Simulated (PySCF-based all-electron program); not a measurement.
**Force along the bond of LiF, singlet**

Calculated with an in-house all-electron program built on PySCF, in large uncontracted Gaussian sets near the basis limit; the spin-free Dirac equation, no spin–orbit coupling, spin-restricted. Forces are good to about 0.008 eV/Å. A positive force pushes the atoms apart.

```tsv
r (Å)	LDA (eV/Å)	PBEsol (eV/Å)	HSE06 (eV/Å)
1.4076	3.363	3.683	3.631
1.564	-0.212	0.037	?
1.7204	-1.772	-1.581	?
```

Question: What does HSE06 give at the lengths left open?

Answer: 1.564 Å: -0.060 eV/Å; 1.7204 Å: -1.695 eV/Å.

Question: Between which listed lengths does the HSE06 force vanish, and at which of the two is it smaller?

Answer: Between 1.408 and 1.564 Å. The force is smaller at 1.564 Å.

Question: At 1.564 Å, order the functionals from the one that pulls the atoms together most to the one that pushes them apart most.

Answer: LDA (-0.212), HSE06 (-0.060), PBEsol (0.037).
